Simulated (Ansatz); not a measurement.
Ansatz (a quantum-chemistry and plane-wave program) input (B3LYP-D3(BJ)/def2-TZVP):

Ansatz 0.2 input:
```yaml
crystal:
  periodic: [false, false, false]
  atoms:
    - {symbol: N, position_ang: [-0.01032444, -0.06137292, 1.37552030]}
    - {symbol: C, position_ang: [0.01111261, -0.05076901, -1.42111101]}
    - {symbol: C, position_ang: [-0.00948800, 1.07811280, 0.68708221]}
    - {symbol: C, position_ang: [-0.00060027, -1.22012757, 0.69870174]}
    - {symbol: C, position_ang: [0.00986232, -1.19836935, -0.67466053]}
    - {symbol: C, position_ang: [0.00091708, 1.14604722, -0.70227612]}
    - {symbol: H, position_ang: [0.01945816, -0.05794193, -2.50410661]}
    - {symbol: H, position_ang: [-0.01757351, 1.98825720, 1.27697845]}
    - {symbol: H, position_ang: [-0.00150087, -2.13337060, 1.28042934]}
    - {symbol: H, position_ang: [0.00106483, 2.10330131, -1.20836099]}
basis:
  gaussian:
    orbitals: def2-TZVP
hamiltonian:
  xc: b3lyp
  dispersion: d3bj
magnetization: {spin_polarized: true, initial_magnetization: 1}
phonons: {temperatures: {t_min: 298.15, t_max: 298.15, t_step: 100}}
```

Output:

```
Functional definition: B3LYP
integrals: 0.12 GiB planned
1231 factors; their error is unknown
mean field: 1.48 GiB planned
mean field evaluation 1: about -6731.9279 eV, gradient 4.1e1 eV
mean field evaluation 2: about -6728.0753 eV, gradient 5.0e1 eV
mean field evaluation 4: about -6739.8379 eV, gradient 5.5e0 eV
mean field evaluation 8: about -6739.9889 eV, gradient 1.9e-1 eV
mean field evaluation 16: about -6739.9775 eV, gradient 3.1e-3 eV
mean field -6739.97752372 eV, -247.6896054757 hartree, gradient 4.9e-5 eV, S^2 0.757091; 0 other end points of the search recorded, 0 dependent functions left out
the calculation of the forces begins
reference -6739.97777379 eV, -247.6896146656 hartree; 21, 20 occupied and 189, 190 virtual orbitals, 1231 factors
these checks for a lower state are left out or cut short: stability, starts, cluster_reference, orbital_swaps, neighbouring_geometries, increment
integrals: 0.12 GiB planned
1231 factors; their error is unknown
mean field: 1.48 GiB planned
mean field evaluation 32: about -6739.9774 eV, gradient 2.5e-6 eV
mean field -6739.97737124 eV, -247.6895998725 hartree, gradient 2.5e-6 eV, S^2 0.757083; 0 other end points of the search recorded, 0 dependent functions left out
the calculation of the forces begins
reference -6739.97762134 eV, -247.6896090632 hartree; 21, 20 occupied and 189, 190 virtual orbitals, 1231 factors
these checks for a lower state are left out or cut short: stability, starts, cluster_reference, orbital_swaps, neighbouring_geometries, increment
integrals: 0.12 GiB planned
1231 factors; their error is unknown
mean field: 1.48 GiB planned
mean field -6739.97744736 eV, -247.6896026698 hartree, gradient 2.7e-6 eV, S^2 0.757099; 0 other end points of the search recorded, 0 dependent functions left out
the calculation of the forces begins
reference -6739.97769741 eV, -247.6896118589 hartree; 21, 20 occupied and 189, 190 virtual orbitals, 1231 factors
these checks for a lower state are left out or cut short: stability, starts, cluster_reference, orbital_swaps, neighbouring_geometries, increment
integrals: 0.12 GiB planned
1231 factors; their error is unknown
mean field: 1.47 GiB planned
mean field -6739.97741912 eV, -247.6896016319 hartree, gradient 2.7e-6 eV, S^2 0.757099; 0 other end points of the search recorded, 0 dependent functions left out
the calculation of the forces begins
reference -6739.97766918 eV, -247.6896108215 hartree; 21, 20 occupied and 189, 190 virtual orbitals, 1231 factors
these checks for a lower state are left out or cut short: stability, starts, cluster_reference, orbital_swaps, neighbouring_geometries, increment
integrals: 0.12 GiB planned
1231 factors; their error is unknown
mean field: 1.48 GiB planned
mean field -6739.97741026 eV, -247.6896013062 hartree, gradient 2.7e-6 eV, S^2 0.757083; 0 other end points of the search recorded, 0 dependent functions left out
the calculation of the forces begins
reference -6739.97766033 eV, -247.6896104963 hartree; 21, 20 occupied and 189, 190 virtual orbitals, 1231 factors
these checks for a lower state are left out or cut short: stability, starts, cluster_reference, orbital_swaps, neighbouring_geometries, increment
integrals: 0.12 GiB planned
1231 factors; their error is unknown
mean field: 1.47 GiB planned
mean field -6739.97732532 eV, -247.6895981846 hartree, gradient 2.7e-6 eV, S^2 0.757099; 0 other end points of the search recorded, 0 dependent functions left out
the calculation of the forces begins
reference -6739.97757535 eV, -247.6896073731 hartree; 21, 20 occupied and 189, 190 virtual orbitals, 1231 factors
these checks for a lower state are left out or cut short: stability, starts, cluster_reference, orbital_swaps, neighbouring_geometries, increment
integrals: 0.12 GiB planned
[...]
1231 factors; their error is unknown
mean field: 1.47 GiB planned
mean field evaluation 224: about -6739.9775 eV, gradient 4.4e-4 eV
mean field -6739.97751427 eV, -247.6896051285 hartree, gradient 2.7e-6 eV, S^2 0.757090; 0 other end points of the search recorded, 0 dependent functions left out
the calculation of the forces begins
reference -6739.97776432 eV, -247.6896143178 hartree; 21, 20 occupied and 189, 190 virtual orbitals, 1231 factors
these checks for a lower state are left out or cut short: stability, starts, cluster_reference, orbital_swaps, neighbouring_geometries, increment
integrals: 0.12 GiB planned
1231 factors; their error is unknown
mean field: 1.48 GiB planned
mean field -6739.97750954 eV, -247.6896049548 hartree, gradient 2.7e-6 eV, S^2 0.757092; 0 other end points of the search recorded, 0 dependent functions left out
the calculation of the forces begins
reference -6739.97775963 eV, -247.6896141454 hartree; 21, 20 occupied and 189, 190 virtual orbitals, 1231 factors
these checks for a lower state are left out or cut short: stability, starts, cluster_reference, orbital_swaps, neighbouring_geometries, increment
integrals: 0.12 GiB planned
1231 factors; their error is unknown
mean field: 1.48 GiB planned
mean field -6739.97745635 eV, -247.6896030002 hartree, gradient 2.7e-6 eV, S^2 0.757091; 0 other end points of the search recorded, 0 dependent functions left out
the calculation of the forces begins
reference -6739.97770639 eV, -247.6896121888 hartree; 21, 20 occupied and 189, 190 virtual orbitals, 1231 factors
these checks for a lower state are left out or cut short: stability, starts, cluster_reference, orbital_swaps, neighbouring_geometries, increment
integrals: 0.12 GiB planned
1231 factors; their error is unknown
mean field: 1.47 GiB planned
mean field -6739.97749946 eV, -247.6896045842 hartree, gradient 2.7e-6 eV, S^2 0.757091; 0 other end points of the search recorded, 0 dependent functions left out
the calculation of the forces begins
reference -6739.97774956 eV, -247.6896137754 hartree; 21, 20 occupied and 189, 190 virtual orbitals, 1231 factors
these checks for a lower state are left out or cut short: stability, starts, cluster_reference, orbital_swaps, neighbouring_geometries, increment
integrals: 0.12 GiB planned
1231 factors; their error is unknown
mean field: 1.48 GiB planned
mean field evaluation 256: about -6739.9775 eV, gradient 1.8e-6 eV
mean field -6739.97746008 eV, -247.6896031373 hartree, gradient 2.7e-6 eV, S^2 0.757091; 0 other end points of the search recorded, 0 dependent functions left out
the calculation of the forces begins
reference -6739.97771012 eV, -247.6896123259 hartree; 21, 20 occupied and 189, 190 virtual orbitals, 1231 factors
these checks for a lower state are left out or cut short: stability, starts, cluster_reference, orbital_swaps, neighbouring_geometries, increment
integrals: 0.12 GiB planned
1231 factors; their error is unknown
mean field: 1.48 GiB planned
mean field -6739.97749859 eV, -247.6896045524 hartree, gradient 2.7e-6 eV, S^2 0.757091; 0 other end points of the search recorded, 0 dependent functions left out
the calculation of the forces begins
reference -6739.97774870 eV, -247.6896137436 hartree; 21, 20 occupied and 189, 190 virtual orbitals, 1231 factors
these checks for a lower state are left out or cut short: stability, starts, cluster_reference, orbital_swaps, neighbouring_geometries, increment
integrals: 0.12 GiB planned
1231 factors; their error is unknown
mean field: 1.47 GiB planned
mean field -6739.97746133 eV, -247.6896031831 hartree, gradient 2.7e-6 eV, S^2 0.757089; 0 other end points of the search recorded, 0 dependent functions left out
the calculation of the forces begins
reference -6739.97771137 eV, -247.6896123717 hartree; 21, 20 occupied and 189, 190 virtual orbitals, 1231 factors
these checks for a lower state are left out or cut short: stability, starts, cluster_reference, orbital_swaps, neighbouring_geometries, increment
integrals: 0.12 GiB planned
1231 factors; their error is unknown
mean field: 1.48 GiB planned
mean field -6739.97749565 eV, -247.6896044443 hartree, gradient 2.7e-6 eV, S^2 0.757093; 0 other end points of the search recorded, 0 dependent functions left out
the calculation of the forces begins
reference -6739.97774576 eV, -247.6896136355 hartree; 21, 20 occupied and 189, 190 virtual orbitals, 1231 factors
these checks for a lower state are left out or cut short: stability, starts, cluster_reference, orbital_swaps, neighbouring_geometries, increment
integrals: 0.12 GiB planned
1231 factors; their error is unknown
mean field: 1.47 GiB planned
mean field -6739.97749850 eV, -247.6896045492 hartree, gradient 2.7e-6 eV, S^2 0.757091; 0 other end points of the search recorded, 0 dependent functions left out
the calculation of the forces begins
reference -6739.97774859 eV, -247.6896137398 hartree; 21, 20 occupied and 189, 190 virtual orbitals, 1231 factors
these checks for a lower state are left out or cut short: stability, starts, cluster_reference, orbital_swaps, neighbouring_geometries, increment
integrals: 0.12 GiB planned
1231 factors; their error is unknown
mean field: 1.47 GiB planned
mean field evaluation 288: about -6739.9864 eV, gradient 4.4e-1 eV
mean field -6739.97745925 eV, -247.6896031067 hartree, gradient 2.7e-6 eV, S^2 0.757091; 0 other end points of the search recorded, 0 dependent functions left out
the calculation of the forces begins
reference -6739.97770930 eV, -247.6896122959 hartree; 21, 20 occupied and 189, 190 virtual orbitals, 1231 factors
these checks for a lower state are left out or cut short: stability, starts, cluster_reference, orbital_swaps, neighbouring_geometries, increment
integrals: 0.12 GiB planned
1231 factors; their error is unknown
mean field: 1.47 GiB planned
mean field -6739.97750371 eV, -247.6896047405 hartree, gradient 2.7e-6 eV, S^2 0.757090; 0 other end points of the search recorded, 0 dependent functions left out
the calculation of the forces begins
reference -6739.97775381 eV, -247.6896139314 hartree; 21, 20 occupied and 189, 190 virtual orbitals, 1231 factors
these checks for a lower state are left out or cut short: stability, starts, cluster_reference, orbital_swaps, neighbouring_geometries, increment
integrals: 0.12 GiB planned
1231 factors; their error is unknown
mean field: 1.47 GiB planned
mean field -6739.97746960 eV, -247.6896034869 hartree, gradient 2.7e-6 eV, S^2 0.757091; 0 other end points of the search recorded, 0 dependent functions left out
the calculation of the forces begins
reference -6739.97771964 eV, -247.6896126759 hartree; 21, 20 occupied and 189, 190 virtual orbitals, 1231 factors
these checks for a lower state are left out or cut short: stability, starts, cluster_reference, orbital_swaps, neighbouring_geometries, increment
integrals: 0.12 GiB planned
1231 factors; their error is unknown
mean field: 1.47 GiB planned
mean field -6739.97745378 eV, -247.6896029056 hartree, gradient 2.7e-6 eV, S^2 0.757090; 0 other end points of the search recorded, 0 dependent functions left out
the calculation of the forces begins
reference -6739.97770381 eV, -247.6896120939 hartree; 21, 20 occupied and 189, 190 virtual orbitals, 1231 factors
these checks for a lower state are left out or cut short: stability, starts, cluster_reference, orbital_swaps, neighbouring_geometries, increment
integrals: 0.12 GiB planned
1231 factors; their error is unknown
mean field: 1.47 GiB planned
mean field evaluation 320: about -6739.9769 eV, gradient 4.4e-1 eV
mean field -6739.97749791 eV, -247.6896045275 hartree, gradient 2.7e-6 eV, S^2 0.757091; 0 other end points of the search recorded, 0 dependent functions left out
the calculation of the forces begins
reference -6739.97774802 eV, -247.6896137189 hartree; 21, 20 occupied and 189, 190 virtual orbitals, 1231 factors
Total energy: -6740.41225743 eV, -247.7055816449 hartree
Atom 0 at    -0.010324    -0.061373     1.375520 Å, force    -0.000011     0.000092     0.001395 eV/Å
Atom 1 at     0.011113    -0.050769    -1.421111 Å, force    -0.000005     0.000102     0.000662 eV/Å
Atom 2 at    -0.009488     1.078113     0.687082 Å, force    -0.000003    -0.000452     0.000582 eV/Å
Atom 3 at    -0.000600    -1.220128     0.698702 Å, force     0.000007     0.000074    -0.001010 eV/Å
Atom 4 at     0.009862    -1.198369    -0.674661 Å, force     0.000001    -0.000450     0.000060 eV/Å
Atom 5 at     0.000917     1.146047    -0.702276 Å, force     0.000011     0.000287    -0.001570 eV/Å
Atom 6 at     0.019458    -0.057942    -2.504107 Å, force     0.000000     0.000003    -0.000038 eV/Å
Atom 7 at    -0.017574     1.988257     1.276978 Å, force    -0.000002    -0.000169     0.000343 eV/Å
Atom 8 at    -0.001501    -2.133371     1.280429 Å, force    -0.000001     0.000217     0.000032 eV/Å
Atom 9 at     0.001065     2.103301    -1.208361 Å, force     0.000002     0.000295    -0.000457 eV/Å
Dipole moment:     0.001902     0.191599    -0.345128 e Å
Vibrations: 390.24 423.60 580.98 662.96 690.83 786.95 924.55 946.61 991.54 992.11 1048.67 1066.48 1110.73 1204.20 1263.18 1331.11 1441.14 1471.86 1543.54 1613.49 3156.87 3172.23 3177.68 3188.98 cm⁻¹, zero-point energy 2.056930 eV
```

It need not be the lowest isomer of its formula.
